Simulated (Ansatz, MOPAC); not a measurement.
Reaction (SMILES): C[NH] (CH4N) → [CH2]N (CH4N)

Wanted: isomerisation energy (enthalpy at 298 K), in kcal/mol. Terms: open shells spin-unrestricted; non-relativistic; six Cartesian d functions in 6-31G* and its kin unless marked 5d; 6-311+G** with 5d; dispersion terms only where a functional's name holds one; frozen cores in correlated levels; spin-orbit terms left out; LANL2DZ all-electron up to Ne. CBS(X,Y): correlation extrapolated as X^-3; Hartree-Fock from the larger set. The bracket is a focal-point correction in the basis named. Ab initio and DFT rows: single points at B3LYP-D3(BJ) geometries (Ansatz, a program for electronic structure), with unscaled harmonic terms from B3LYP/6-31G* at its own minima. Semi-empirical rows: MOPAC heats of formation at their own minima for 298 K.

Coupled cluster (Ansatz) is a level with limits of its own, used here on species with T1 under 0.025 (0.045 for open shells) and stable references: RI-MP2/CBS(aug-cc-pVTZ,aug-cc-pVQZ)+[CCSD(T)-MP2]/aug-cc-pVTZ.

Value to compare with, RI-MP2/CBS(aug-cc-pVTZ,aug-cc-pVQZ)+[CCSD(T)-MP2]/aug-cc-pVTZ (Ansatz): -6.7 kcal/mol.

| level | program | isomerisation energy (enthalpy at 298 K) (kcal/mol) | difference |
|---|---|---|---|
| MNDO | MOPAC | -12.1 | -5.4 |
| HF/LANL2DZ | Ansatz | -1.9 | 4.8 |
| PBE/STO-3G | Ansatz | 8.3 | 15.0 |
| PBE/6-31G* | Ansatz | -3.4 | 3.3 |
| B3LYP/6-31G* | Ansatz | -1.9 | 4.8 |
| B3LYP/6-31G** | Ansatz | -3.6 | 3.1 |
| B3LYP/def2-SVP | Ansatz | -6.5 | 0.2 |
| MP2/3-21G | Ansatz | -5.7 | 1.0 |
| MP2/6-311+G** | Ansatz | -8.2 | -1.5 |
| r2SCAN-D4/def2-TZVPD | Ansatz + dftd4 | -6.0 | 0.7 |
| wB97M-V/def2-TZVPD | Ansatz | -6.7 | 0.0 |

Among the 9 habitual levels, PBE/STO-3G lies farthest from RI-MP2/CBS(aug-cc-pVTZ,aug-cc-pVQZ)+[CCSD(T)-MP2]/aug-cc-pVTZ (Ansatz) (15.0 kcal/mol) and B3LYP/def2-SVP nearest (0.2); 7 of 9 lie above it, and their mean absolute difference is 4.3 kcal/mol, the median 3.3. One case shows no general order.

The levels are drawn from those run, B3LYP/6-31G* more often than the rest, none by its result; runs whose electronic state is in doubt are left out.
